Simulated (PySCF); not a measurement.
# AlH at PBEsol

Computed with PBEsol; basis Al def2-TZVPP, H def2-TZVPP; no relativity; PySCF 2.14.

```
state                                           : ¹Σ⁺ (singlet), closed shell
bond length                                     : 1.683 Å
harmonic wavenumber                             : 1580 cm⁻¹
force constant                                  : 1.43 mdyn/Å
rotational constant Be                          : 6.129 cm⁻¹
anharmonicity ωexe                              : 25.0 cm⁻¹
vibration–rotation constant αe                  : 0.174 cm⁻¹
well depth De to Al + H                         : 3.10 eV
dissociation energy D0                          : 3.00 eV
HOMO–LUMO gap                                   : 2.31 eV
bond order (Mayer)                              : 0.92
dipole moment (positive dipole means Al(−)H(+)) : -0.15 D
```
